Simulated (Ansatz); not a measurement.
# O₂+ (doublet): one geometry, many settings

What do other methods and options give for O₂+ (doublet) at this geometry, and how long do they take?

Method: the settings change from run to run; program: Ansatz 0.2.0, Gaussian basis.

13 further runs of the same task are left out: 3 that didn't finish, 10 set aside as unsound or not needed.

### Step 1. The system

The geometry is a PBE0/def2-TZVP stationary point (not a proven minimum) of the parent state, kept for this charge and spin.

2 atoms, charge 1, spin multiplicity 2.

Atoms are counted from 1 here; the program's logs count them from 0.

Bond lengths: O1–O2 1.193 Å.

Coordinates:

```xyz
2
O2
O     0.0000    0.0000    0.0000
O     0.0000    0.0000    1.1930
```

### Step 2. MRCISD+Q(relaxed)(7,5)/6-31G

Input file in.yaml:

```yaml
crystal:
  periodic: [false, false, false]
  atoms:
    - {symbol: O, position_ang: [0.000000, 0.000000, 0.000000]}
    - {symbol: O, position_ang: [0.000000, 0.000000, 1.192971]}
basis:
  gaussian: {orbitals: 6-31G}
total_charge: 1
magnetization: {spin_polarized: false, initial_magnetization: 1}
correlation: {method: fic_mrcisd_q_relaxed, electrons: valence, active_space: {window: {electrons: 7, orbitals: 5}}}
```

Run with:

```sh
ansatz run in.yaml --threads 1 --pin off --events-out ev --progress --plain --max-ram 2393MiB
```

Output (excerpt; [...] marks lines left out):

```text
Functional definition: HF
  name "HF"
  cite "Fock, Z. Phys. 61, 126 (1930) doi:10.1007/BF01340294"
  parent pbe
[...]
155 factors; integrals over basis functions are off by at most 9.7e-5 eV
[...]
mean field -4055.25125884 eV, -149.0277350143 hartree, gradient 4.2e-6 eV, S^2 0.750000; 4 other end points of the search recorded, 0 dependent functions left out
reference -4055.19455079 eV, -149.0256510320 hartree; 8, 7 occupied and 10, 11 virtual orbitals, 155 factors
state -4058.52102164 eV, -149.1478965811 hartree
contracted CI cycle   1: correlation 0.00000000 eV, 0.0000000000 hartree, residual 2.10e1 eV
contracted CI cycle   2: correlation -4.57232621 eV, -0.1680298889 hartree, residual 4.38e0 eV
contracted CI cycle   3: correlation -4.79901530 eV, -0.1763605595 hartree, residual 2.46e0 eV
contracted CI cycle   4: correlation -4.86443699 eV, -0.1787647621 hartree, residual 7.24e-1 eV
contracted CI cycle   5: correlation -4.87176941 eV, -0.1790342235 hartree, residual 2.40e-1 eV
contracted CI cycle   6: correlation -4.87260119 eV, -0.1790647908 hartree, residual 1.13e-1 eV
contracted CI cycle   7: correlation -4.87283285 eV, -0.1790733042 hartree, residual 5.59e-2 eV
contracted CI cycle   8: correlation -4.87289247 eV, -0.1790754953 hartree, residual 2.37e-2 eV
contracted CI cycle   9: correlation -4.87289936 eV, -0.1790757485 hartree, residual 1.40e-2 eV
contracted CI cycle  10: correlation -4.87290161 eV, -0.1790758313 hartree, residual 4.60e-3 eV
contracted CI cycle  11: correlation -4.87290189 eV, -0.1790758415 hartree, residual 1.29e-3 eV
state -4058.52102164 eV, -149.1478965811 hartree; corrected -4063.69716239 eV, -149.3381162448 hartree
Total energy: -4063.69716239 eV, -149.3381162448 hartree
```

It took 0.73 s on 1 thread of Arm Neoverse V1, shared host.

From the report: 7 determinants; active occupations 1.99, 1.96, 1.85, 1.04, 0.15.

### Step 3. HF/6-31++G**

Input file in.yaml:

```yaml
crystal:
  periodic: [false, false, false]
  atoms:
    - {symbol: O, position_ang: [0.000000, 0.000000, 0.000000]}
    - {symbol: O, position_ang: [0.000000, 0.000000, 1.192971]}
basis:
  gaussian: {orbitals: "6-31++G**"}
total_charge: 1
magnetization: {spin_polarized: false, initial_magnetization: 1}
hamiltonian: {xc: hf}
scf: {lower_state_search: full}
output: {orbitals: {seedname: orbitals}}
```

Same command.

Output:

```text
Functional definition: HF
  name "HF"
  cite "Fock, Z. Phys. 61, 126 (1930) doi:10.1007/BF01340294"
  parent pbe
  exchange = exact_x
  correlation = 0
372 factors; their error is unknown
mean field evaluation 1: about -4057.3950 eV, gradient 1.1e1 eV
mean field evaluation 2: about -4057.6507 eV, gradient 1.9e0 eV
mean field evaluation 4: about -4057.6628 eV, gradient 4.9e-2 eV
mean field evaluation 8: about -4057.5280 eV, gradient 1.2e1 eV
mean field evaluation 16: about -4057.8004 eV, gradient 7.7e-6 eV
mean field evaluation 32: about -4057.6628 eV, gradient 1.9e-4 eV
mean field evaluation 64: about -4057.7919 eV, gradient 1.9e0 eV
mean field evaluation 96: about -4052.3021 eV, gradient 6.1e-1 eV
mean field evaluation 128: about -4052.4392 eV, gradient 7.4e-3 eV
mean field -4057.82003502 eV, -149.1221357976 hartree, gradient 8.0e-6 eV, S^2 0.750000; 6 other end points of the search recorded, 0 dependent functions left out
reference -4057.82003502 eV, -149.1221357976 hartree; 8, 7 occupied and 30, 31 virtual orbitals, 372 factors
Total energy: -4057.82003502 eV, -149.1221357976 hartree
```

Wall time 0.45 s (1 thread of Arm Neoverse V1, shared host).

### Step 4. NEVPT2(7,7)/6-31++G**

in.yaml, as its differences from that of step 3:

```diff
@@ -9,4 +9,2 @@
 magnetization: {spin_polarized: false, initial_magnetization: 1}
-hamiltonian: {xc: hf}
-scf: {lower_state_search: full}
-output: {orbitals: {seedname: orbitals}}
+correlation: {method: sc_nevpt2, electrons: outside_noble_gas, active_space: {window: {electrons: 7, orbitals: 7}, states: [{multiplicity: 2, weights: [1, 1, 1]}, {multiplicity: 4, weights: [1]}], root: 0}}
```

Launched as before.

Output (excerpt; [...] marks lines left out):

```text
Functional definition: HF
  name "HF"
  cite "Fock, Z. Phys. 61, 126 (1930) doi:10.1007/BF01340294"
  parent pbe
[...]
535 factors; integrals over basis functions are off by at most 1.3e-7 eV
[...]
mean field -4057.82054730 eV, -149.1221546239 hartree, gradient 3.8e-6 eV, S^2 0.750000; 6 other end points of the search recorded, 0 dependent functions left out
reference -4057.80087515 eV, -149.1214316854 hartree; 8, 7 occupied and 30, 31 virtual orbitals, 535 factors
state -4063.30231163 eV, -149.3236057470 hartree
state -4062.87235756 eV, -149.3078052264 hartree
state -4057.30547584 eV, -149.1032260967 hartree
state -4063.30231163 eV, -149.3236057470 hartree; corrected -4068.12054980 eV, -149.5006727339 hartree
state -4062.87235756 eV, -149.3078052264 hartree; corrected -4068.07954716 eV, -149.4991659146 hartree
state -4057.30547584 eV, -149.1032260967 hartree; corrected -4062.23321904 eV, -149.2843173191 hartree
state -4058.48982087 eV, -149.1467499738 hartree
state -4058.48982087 eV, -149.1467499738 hartree; corrected -4063.41062361 eV, -149.3275861390 hartree
Total energy: -4068.12054980 eV, -149.5006727339 hartree
```

Run time: 12 s. Hardware: 1 thread of Arm Neoverse V1, shared host.

From the report: 317 determinants; active occupations (of the averaged states) 1.96, 1.86, 1.54, 0.88, 0.72, 0.04, 0.01.

### Step 5. CCSDT(Q)/B on UHF/def2-SVP

Input file in.yaml:

```yaml
crystal:
  periodic: [false, false, false]
  atoms:
    - {symbol: O, position_ang: [0.000000, 0.000000, 0.000000]}
    - {symbol: O, position_ang: [0.000000, 0.000000, 1.192971]}
basis:
  gaussian: {orbitals: def2-SVP}
total_charge: 1
magnetization: {spin_polarized: true, initial_magnetization: 1}
correlation: {method: ccsdt_q_b, electrons: outside_noble_gas}
```

Same command.

Output (excerpt; [...] marks lines left out):

```text
Functional definition: HF
  name "HF"
  cite "Fock, Z. Phys. 61, 126 (1930) doi:10.1007/BF01340294"
  parent pbe
[...]
434 factors; integrals over basis functions are off by at most 7.7e-8 eV
[...]
mean field -4055.31400120 eV, -149.0300407537 hartree, gradient 1.8e-6 eV, S^2 1.359231; 11 other end points of the search recorded, 0 dependent functions left out
determinant -4055.31400120 eV, -149.0300407537 hartree, with singles and doubles -4065.03774118 eV, -149.3873816068 hartree
determinant -4051.89147360 eV, -148.9042651841 hartree, with singles and doubles -4059.77261794 eV, -149.1938918965 hartree
determinant -4054.42171175 eV, -148.9972497209 hartree, with singles and doubles -4065.08063574 eV, -149.3889579529 hartree
determinant -4055.31400120 eV, -149.0300407537 hartree, with singles and doubles -4065.08414437 eV, -149.3890868927 hartree
determinant -4054.42171175 eV, -148.9972497209 hartree, with singles and doubles -4065.08080524 eV, -149.3889641819 hartree
2 core orbitals not correlated: weight in the atoms' cores, before any rotation towards them, 1.000 or more for the frozen orbitals, at most 0.000 for the correlated occupied ones
reference -4054.42171175 eV, -148.9972497209 hartree; 6, 5 occupied and 20, 21 virtual orbitals, 434 factors
second order -11.21591975 eV of doubles, -0.00000000 eV of singles
cycle   1  -9.86355943 eV  change     1.4e0 eV  update   1.3e-1
[...]
cycle  15  -11.10256807 eV  change   -8.1e-7 eV  update   3.7e-7
perturbative correction -0.13346492 eV, -0.0049047454 hartree
Total energy: -4065.65774474 eV, -149.4101663172 hartree
```

It took 9 s on 1 thread of Arm Neoverse V1, shared host.

From the report: ⟨S²⟩ of the determinant 0.763 (pure doublet: 0.75); correlation -11.2360 eV; T1 0.015; largest double amplitude 0.20.

### Step 6. CCSDT(Q)/B on UHF/6-31G

Input file in.yaml:

```yaml
crystal:
  periodic: [false, false, false]
  atoms:
    - {symbol: O, position_ang: [0.000000, 0.000000, 0.000000]}
    - {symbol: O, position_ang: [0.000000, 0.000000, 1.192971]}
basis:
  gaussian: {orbitals: 6-31G, fitting: {mean_field: def2-universal-jkfit}}
total_charge: 1
magnetization: {spin_polarized: true, initial_magnetization: 1}
correlation: {method: ccsdt_q_b, electrons: all}
accuracy: high
output: {forces: true}
```

Same command.

Output (excerpt; [...] marks lines left out):

```text
Functional definition: HF
  name "HF"
  cite "Fock, Z. Phys. 61, 126 (1930) doi:10.1007/BF01340294"
  parent pbe
[...]
154 factors; integrals over basis functions are off by at most 3.9e-3 eV
[...]
mean field -4056.40832181 eV, -149.0702562944 hartree, gradient 1.6e-8 eV, S^2 1.382122; 12 other end points of the search recorded, 0 dependent functions left out
determinant -4056.40832181 eV, -149.0702562944 hartree, with singles and doubles -4063.37968202 eV, -149.3264490564 hartree
determinant -4055.38555948 eV, -149.0326704717 hartree, with singles and doubles -4063.37633758 eV, -149.3263261507 hartree
determinant -4056.40832181 eV, -149.0702562944 hartree, with singles and doubles -4063.44228019 eV, -149.3287494970 hartree
determinant -4055.38555948 eV, -149.0326704717 hartree, with singles and doubles -4063.37415089 eV, -149.3262457912 hartree
determinant -4055.38060344 eV, -149.0324883408 hartree, with singles and doubles -4063.36660286 eV, -149.3259684064 hartree
determinant -4055.38060344 eV, -149.0324883408 hartree, with singles and doubles -4063.36623909 eV, -149.3259550381 hartree
reference -4056.40832181 eV, -149.0702562944 hartree; 8, 7 occupied and 10, 11 virtual orbitals, 154 factors
second order -5.42264013 eV of doubles, -0.00000000 eV of singles
cycle   1  -5.30372325 eV  change    1.2e-1 eV  update   1.4e-1
[...]
cycle  32  -7.24986061 eV  change  -4.9e-10 eV  update  8.8e-10
perturbative correction -0.12026285 eV, -0.0044195781 hartree
[...]
Total energy: -4063.77844527 eV, -149.3411033357 hartree
Atom 0 at     0.000000     0.000000     0.000000 Å, force     0.000000     0.000000     0.475287 eV/Å
Atom 1 at     0.000000     0.000000     1.192971 Å, force    -0.000000    -0.000000    -0.475287 eV/Å
Dipole moment:     0.000000    -0.000000     0.002810 e Å
```

It took 42 s on 1 thread of Arm Neoverse V1, shared host; peak memory 0.59 GiB.

From the report: ⟨S²⟩ of the determinant 1.382 (pure doublet: 0.75); correlation -7.3701 eV; T1 0.095; largest double amplitude 0.26. The determinant is far from a pure spin state, so its energy mixes those of several spin states (harmless only where they are near-degenerate, as at dissociation).

### Step 7. All runs side by side

```tsv
level	correlated	functions	energy (eV)	time
MRCISD+Q(relaxed)(7,5)/6-31G	valence	18	-4063.6972	0.73 s
HF/6-31++G**		38	-4057.8200	0.45 s
NEVPT2(7,7)/6-31++G** (lowest root of an average)	outside noble gas	38	-4068.1205	12 s
CCSDT(Q)/B on UHF/def2-SVP	outside noble gas	28	-4065.6577	9 s
CCSDT(Q)/B on UHF/6-31G	all	18	-4063.7784	42 s
```

### Step 8. Outcome

| quantity | value |
| --- | --- |
| runs | 5 |
| quickest | HF/6-31++G**, 0.45 s |
| slowest | CCSDT(Q)/B on UHF/6-31G, 42 s |

In words: Total energies in different bases, with other cores or another treatment of relativity can't be set against each other. CCSDT(Q)/B on UHF/6-31G took 92 times as long as HF/6-31++G**; the jobs differ in more than the method.
